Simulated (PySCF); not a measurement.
Compound: C4H8N (doublet state).
Geometry (GFN2-xTB, Å), atoms numbered from 1 in this order:
```xyz
13
C4H8N angstrom
C      2.3990    0.3717    0.1905
C      1.1430   -0.0533    0.5285
C      0.1123   -0.2515   -0.3664
C     -1.2666   -0.6568    0.0258
N     -2.2565    0.3909   -0.2355
H      2.6550    0.5975   -0.8301
H      3.1713    0.4865    0.9288
H      0.9409   -0.2669    1.5719
H      0.2740   -0.0321   -1.4135
H     -1.3108   -0.8901    1.0925
H     -1.5870   -1.5422   -0.5351
H     -2.2858    0.6051   -1.2273
H     -1.9932    1.2416    0.2523
```

The hyperfine couplings belong to this conformer and change with its torsions.

The species is `[CH2]/C=C/CN` [radical].

Theory: UKS B3LYP, pcH-1 on C H N, non-relativistic, mean-field spin-orbit, GIAO (PySCF 2.14.0). Geometry: GFN2-xTB, one conformer, isolated molecule. The geometry wasn't refined by DFT: couplings that depend on bond lengths, twists or pyramidal angles can differ widely from those at the functional's own minimum. The SCF solution wasn't tested for stability. ⟨S²⟩ is 0.775 where a pure state has 0.75.

Principal values of hyperfine tensors in MHz (contact and dipolar terms together), for some of the nuclei:

```json
{"atom": "C3", "isotope": "13C", "A1": "4.86", "A2": "6.12", "A3": "157.12"}
{"atom": "C2", "isotope": "13C", "A1": "-75.14", "A2": "-36.09", "A3": "-30.19"}
{"atom": "H11", "isotope": "1H", "A1": "39.20", "A2": "41.18", "A3": "49.08"}
{"atom": "H7", "isotope": "1H", "A1": "-66.18", "A2": "-41.61", "A3": "-16.15"}
{"atom": "H6", "isotope": "1H", "A1": "-60.66", "A2": "-40.87", "A3": "-16.35"}
{"atom": "H9", "isotope": "1H", "A1": "-59.12", "A2": "-40.54", "A3": "-15.21"}
{"atom": "C4", "isotope": "13C", "A1": "-22.48", "A2": "-21.69", "A3": "-20.27"}
{"atom": "H8", "isotope": "1H", "A1": "6.42", "A2": "10.24", "A3": "17.94"}
```

Question: Split each tensor into its isotropic and traceless parts, and turn a_iso into mT with g = 2.0025.

Answer: a_iso is a third of the trace, T = A − a_iso, and a(mT) = a(MHz)/(g × 13.996).

| atom | a_iso (MHz) | a_iso (mT) | T1 | T2 | T3 |
| --- | --- | --- | --- | --- | --- |
| C3 | 56.03 | 1.999 | -51.17 | -49.91 | 101.09 |
| C2 | -47.14 | -1.682 | -28.00 | 11.05 | 16.95 |
| H11 | 43.15 | 1.540 | -3.96 | -1.98 | 5.93 |
| H7 | -41.31 | -1.474 | -24.87 | -0.29 | 25.16 |
| H6 | -39.30 | -1.402 | -21.36 | -1.58 | 22.94 |
| H9 | -38.29 | -1.366 | -20.83 | -2.25 | 23.07 |
| C4 | -21.48 | -0.766 | -1.00 | -0.21 | 1.21 |
| H8 | 11.54 | 0.412 | -5.11 | -1.29 | 6.41 |

Question: What spin density at the nucleus of C4 lies behind its contact coupling (g_N = 1.40482)?

Answer: a_FC = (2μ0/3) gₑ μB g_N μN ρ(0)/(2S·h) = 800.24 MHz × g_N × ρ(0)/(2S), with ρ in bohr⁻³. With a_FC = -21.48 MHz and 2S = 1, ρ(0) = -0.01911 bohr⁻³.

Question: C1 (13C, g_N = 1.40482) isn't in the table. Its spin density at the nucleus is 0.04792 bohr⁻³. What is its contact coupling?

Answer: By the same relation, a_FC = 53.9 MHz. Its full tensor has the principal values 2.92, 4.68, 154.01 MHz.

Question: Which nucleus of the table has the largest anisotropic coupling, and what is its form?

Answer: C3: -51.2, -49.9, 101.1 MHz, axial, in the ratio −1:−1:+2, the form that spin in one p orbital centred on that nucleus gives.

Question: In a single crystal, with the field along each principal axis of the tensor of H11 in turn, what first-order splitting does this nucleus give (isotropic g, quadrupole terms neglected)?

Answer: 2 lines (I = 1/2), spaced by |A_i|/(g × 13.996): 1.40, 1.47, 1.75 mT along the axes of A1, A2 and A3.
